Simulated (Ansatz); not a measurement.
# COS: geometry and frequencies at several levels

An exercise on one series of results from a longer session: the logs are not shown, and one member is left open.

Method: the levels named in each step, in Ansatz 0.2.0.

**The system as given**

Bond lengths: O1–C2 1.154 Å, C2–S3 1.539 Å. Angles: O1–C2–S3 180.0°.

Structure file:

```xyz
3

O     0.0000    0.0000   -1.2822
C     0.0000    0.0000   -0.1282
S     0.0000    0.0000    1.4104
```

Set-up of the first run:

The input, input.yaml:

```yaml
crystal:
  periodic: [false, false, false]
  atoms:
    - { symbol: O, position_ang: [0.0, 0.0, -1.28223] }
    - { symbol: C, position_ang: [0.0, 0.0, -0.12818] }
    - { symbol: S, position_ang: [0.0, 0.0, 1.41041] }
basis:
  gaussian: { orbitals: def2-SVP }
hamiltonian:
  xc: pbe
  dispersion: d4
relax:
  f_tol: 0.03
  max_steps: 200
```

Launch:

```sh
> ansatz run input.yaml --threads 2 --pin off --max-ram 5120MiB --backend cpu --events-out ev --progress --plain --runs-dir out
```

Steps of the session up to this table: A rough first relaxation, PBE-D4/def2-SVP; Relaxation, PBE0-D4/def2-TZVPP; Frequencies, PBE0-D4/def2-TZVPP; Relaxation, PBE-D4/def2-TZVPP; Frequencies, PBE-D4/def2-TZVPP; Relaxation, r2SCAN-D4/def2-TZVPP; Frequencies, r2SCAN-D4/def2-TZVPP; Relaxation, B3LYP-D4/def2-TZVPP; Frequencies, B3LYP-D4/def2-TZVPP; Relaxation, B2PLYP/def2-TZVPP; Frequencies, B2PLYP/def2-TZVPP.

One table of the session follows, with a row left open; its other results are not shown here.

It belongs to the step «Geometries side by side». 

| level | O1–C2 (Å) | C2–S3 (Å) | rotational constants (MHz) | dipole (D) | highest frequency (cm⁻¹) |
| --- | --- | --- | --- | --- | --- |
| PBE0-D4/def2-TZVPP | 1.1523 | 1.5575 | 6134 | 0.70 | 2156 |
| PBE-D4/def2-TZVPP | 1.1687 | 1.5673 | 6021.7 | 0.76 | 2065 |
| r2SCAN-D4/def2-TZVPP | 1.1588 | 1.5584 | 6103.6 | 0.73 | 2122 |
| B3LYP-D4/def2-TZVPP | ? | ? | ? | ? | ? |
| B2PLYP/def2-TZVPP | 1.1608 | 1.5631 | 6073.1 | 0.73 | 2088 |

Q: Estimate the row for B3LYP-D4/def2-TZVPP from the others.

As computed: O1–C2 (Å): 1.1554; C2–S3 (Å): 1.5621; rotational constants (MHz): 6099; dipole (D): 0.76; highest frequency (cm⁻¹): 2115. In the column «O1–C2 (Å)» it lies between PBE0-D4/def2-TZVPP (1.1523) and r2SCAN-D4/def2-TZVPP (1.1588).
